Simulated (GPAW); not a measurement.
# C4H2 (1,3-butadiyne) at vdW-DF2/dz(dzp) (scalar-relativistic datasets)

We compute ionisation energies of C4H2 (1,3-butadiyne). The job is set up through an ASE script.

The calculation is run with GPAW 26.7.0.

2 further runs of the same task are left out: 2 set aside as unsound or not needed.

## 1. The system as given

The species is C4H2 (6 atoms), meant as a singlet with charge 0. SMILES: `C#CC#C`. Geometry: relaxed at GFN2-xTB.

Bond lengths: C1–C2 1.204 Å, C2–C3 1.360 Å, C3–C4 1.204 Å, C1–H5 1.048 Å, C4–H6 1.048 Å. Angles: C1–C2–C3 179.8°, C2–C3–C4 179.9°, C2–C1–H5 179.8°, C3–C4–H6 179.9°.

## 2. Ionisation energies at vdW-DF2/dz(dzp) (scalar-relativistic datasets)

calc.py

```python
from ase import Atoms
from gpaw import GPAW

atoms = Atoms(["C", "C", "C", "C", "H", "H"],
    positions=[[  1.416550,  -1.100740,   0.575100],
               [  0.510990,  -0.398860,   0.205710],
               [ -0.512670,   0.395920,  -0.207280],
               [ -1.417290,   1.100300,  -0.574110],
               [  2.207010,  -1.711430,   0.893210],
               [ -2.204590,   1.714800,  -0.892620]])
atoms.center(vacuum=5.0)

energies = {}
for name, charge, unpaired in [("neutral", 0, 0), ("oxidised", 1, 1), ("reduced", -1, 1)]:
    atoms.set_initial_magnetic_moments([unpaired / len(atoms)] * len(atoms))
    calc = GPAW(mode="lcao",
                basis="dz(dzp)",
                h=0.22,
                xc={"name": "vdW-DF2", "backend": "libvdwxc"},
                charge=charge,
                occupations={"name": "fermi-dirac", "width": 0.0, "fixmagmom": unpaired > 0},
                maxiter=150,
                symmetry="off",
                txt=f'{name}.txt')
    atoms.calc = calc
    energies[name] = atoms.get_potential_energy()
    print(f'{name:10} {energies[name]:12.5f} eV')

ip = energies["oxidised"] - energies["neutral"]
print(f"Vertical IP: {ip:.3f} eV")
ea = energies["neutral"] - energies["reduced"]
print(f"Vertical EA: {ea:.3f} eV")
```

The run is started by

```bash
$ python calc.py > calc.log
```

The program printed:

```text
neutral       -70.23235 eV
oxidised      -60.05175 eV
reduced       -68.61483 eV
Vertical IP: 10.181 eV
Vertical EA: -1.618 eV
```

neutral.txt, cut to the lines that bear on the results:

```text
[...]
occupation numbers:
  # Zero width
[...]
xc functional:
  name: vdW-DF2 with libvdwxc
[...]
|iter     |     time |      energy | eigst |  dens |
[...]
|iter:   1| 00:00:05 |  -72.209598 |      c|       |
[...]
|iter:   9| 00:00:19 |  -70.232348c|      c| -4.52c|
Converged in 9 steps
[...]
Energy contributions relative to reference atoms: (reference = -4135.492786)
Energy contributions:
  Kinetic:          39.633845
  Coulomb:         -40.706061
  Zero:              0.853238
  External:          0.000000
  Xc:              -70.013369
  Entropy:           0.000000
  Spinorbit:         0.000000
  ----------------------------
  Free energy:     -70.232348
  Extrapolated:    -70.232348
dipole moment: (0.000567, 0.000767, -0.000210)  # |e|*Ang
Fermi level: -4.164
Eigenvalues  # (at kpt = [0.000, 0.000, 0.000])
| band index |      eig [eV] | occ [0-2] |
|------------|---------------|-----------|
|          0 |       -20.304 |     2.000 |
|          1 |       -19.010 |     2.000 |
|          2 |       -16.045 |     2.000 |
[... 11 lines of this table left out ...]
|         14 |         3.229 |     0.000 |
Gap: 5.114 eV
Transition (v -> c):
[...]
timing:  # [seconds]
  Total: 18.761  # ━━━━━━━━━━━━━━━━━━━━━━━━━━━━━━━━━━━━━━━━━━━━━━━━━━━━━━━━━━
  Init:   5.078  # ━━━━━━━━━━━━━━━╸
  SCF:   13.646  # ━━━━━━━━━━━━━━━━━━━━━━━━━━━━━━━━━━━━━━━━━━
Max RSS: 1106.941  # MiB
```

oxidised.txt, cut to the lines that bear on the results:

```text
[...]
|iter     |     time |      energy | eigst |  dens |  magmom |
[...]
|iter:   1| 00:00:07 |  -62.868774 |      c|       |  +0.9987|
[...]
|iter:  27| 00:01:15 |  -60.051752c|      c| -4.26c|  +1.0000|
Converged in 27 steps
[...]
Energy contributions relative to reference atoms: (reference = -4135.492786)
Energy contributions:
  Kinetic:          31.191619
  Coulomb:         -31.401769
  Zero:              0.835366
  External:          0.000000
  Xc:              -60.676967
  Entropy:           0.000000
  Spinorbit:         0.000000
  ----------------------------
  Free energy:     -60.051752
  Extrapolated:    -60.051752
dipole moment: (7.204634, 6.711531, 5.892747)  # |e|*Ang
Total magnetic moment: (0.000000, 0.000000, 0.999993)
Local magnetic moments
|        x |        y |         z |
|----------|----------|-----------|
| 0.000000 | 0.000000 |  0.144863 |  # C    0
| 0.000000 | 0.000000 |  0.043522 |  # C    1
| 0.000000 | 0.000000 |  0.043525 |  # C    2
| 0.000000 | 0.000000 |  0.144852 |  # C    3
| 0.000000 | 0.000000 | -0.005043 |  # H    4
| 0.000000 | 0.000000 | -0.005041 |  # H    5
Fermi levels: -11.480, -13.814
Eigenvalues  # (at kpt = [0.000, 0.000, 0.000])
| band index |      eig [eV] | occ [0-1] |      eig [eV] | occ [0-1] |
|------------|---------------|-----------|---------------|-----------|
|          0 |       -28.221 |     1.000 |       -27.867 |     1.000 |
|          1 |       -27.147 |     1.000 |       -26.662 |     1.000 |
|          2 |       -23.589 |     1.000 |       -23.378 |     1.000 |
[... 11 lines of this table left out ...]
|         14 |        -3.009 |     0.000 |        -2.827 |     0.000 |
Gap: 4.344 eV
Transition (v -> c):
  (s=1, k=0, n=8, [0.00, 0.00, 0.00]) -> (s=0, k=0, n=9, [0.00, 0.00, 0.00])
No difference between direct/indirect transitions
vacuum-level: 0.000  # V
```

reduced.txt, cut to the lines that bear on the results:

```text
[...]
|iter     |     time |      energy | eigst |  dens |  magmom |
[...]
|iter:   1| 00:00:07 |  -69.238960 |      c|       |  +0.9989|
[...]
|iter:  41| 00:01:51 |  -68.614835c|      c| -4.06c|  +1.0000|
Converged in 41 steps
[...]
Energy contributions relative to reference atoms: (reference = -4135.492786)
Energy contributions:
  Kinetic:          53.033775
  Coulomb:         -43.346889
  Zero:              0.881726
  External:          0.000000
  Xc:              -79.183447
  Entropy:           0.000000
  Spinorbit:         0.000000
  ----------------------------
  Free energy:     -68.614835
  Extrapolated:    -68.614835
dipole moment: (-7.203536, -6.710384, -5.893343)  # |e|*Ang
Total magnetic moment: (0.000000, 0.000000, 0.999971)
Local magnetic moments
|        x |        y |         z |
|----------|----------|-----------|
| 0.000000 | 0.000000 |  0.126501 |  # C    0
| 0.000000 | 0.000000 |  0.045245 |  # C    1
| 0.000000 | 0.000000 |  0.045240 |  # C    2
| 0.000000 | 0.000000 |  0.126495 |  # C    3
| 0.000000 | 0.000000 | -0.003753 |  # H    4
| 0.000000 | 0.000000 | -0.003753 |  # H    5
Fermi levels: 4.898, 5.066
Eigenvalues  # (at kpt = [0.000, 0.000, 0.000])
| band index |      eig [eV] | occ [0-1] |      eig [eV] | occ [0-1] |
|------------|---------------|-----------|---------------|-----------|
|          0 |       -13.260 |     1.000 |       -13.033 |     1.000 |
|        ... |               |           |               |           |
|          2 |        -9.119 |     1.000 |        -8.844 |     1.000 |
|          3 |        -7.182 |     1.000 |        -7.060 |     1.000 |
|          4 |        -6.319 |     1.000 |        -6.236 |     1.000 |
[... 10 lines of this table left out ...]
|         15 |        12.331 |     0.000 |        12.574 |     0.000 |
Gap: 0.174 eV
Transition (v -> c):
[...]
timing:  # [seconds]
  Total: 111.685  # ━━━━━━━━━━━━━━━━━━━━━━━━━━━━━━━━━━━━━━━━━━━━━━━━━━━━━━━━━
  Init:    6.956  # ━━━╸
  SCF:   104.707  # ━━━━━━━━━━━━━━━━━━━━━━━━━━━━━━━━━━━━━━━━━━━━━━━━━━━━━╸
Max RSS: 1641.531  # MiB
```

It took 3.4 min on 1 thread of Arm Neoverse V2, shared host; peak memory 1.6 GiB.

## 3. Summary of results

At vdW-DF2/dz(dzp) (scalar-relativistic datasets):

| quantity | value |
| --- | --- |
| first ionisation energy | 10.18 eV |
